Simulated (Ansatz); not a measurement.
**Solid iodine**

These are PBE0-D3(BJ) (Ansatz, an electronic-structure program, PAW) values and carry that method's errors.

Settings: plane-wave cutoff 460 eV, 6×6×4 k mesh (along the axes of the cell as run), Fermi–Dirac smearing 0.01 eV, scalar-relativistic PAW data made under PBE.

Cell (relaxed at this level):

```
I
1.0
    2.28407    -3.56389     0.00000
    2.28407     3.56389     0.00000
    0.00000     0.00000     9.65616
I
4
Cartesian
  3.84661   0.00000   8.50699
  3.00560   0.00000   3.67891
  1.56254   0.00000   5.97726
  0.72153   0.00000   1.14917
```

```yaml
band_gap: 2.50 eV
smallest_direct_gap_on_the_k_points_sampled: 2.88 eV
```

Spin–orbit coupling is not included; with these elements it can move the gap by several tenths of an eV or more.

Computed values are for the static lattice.
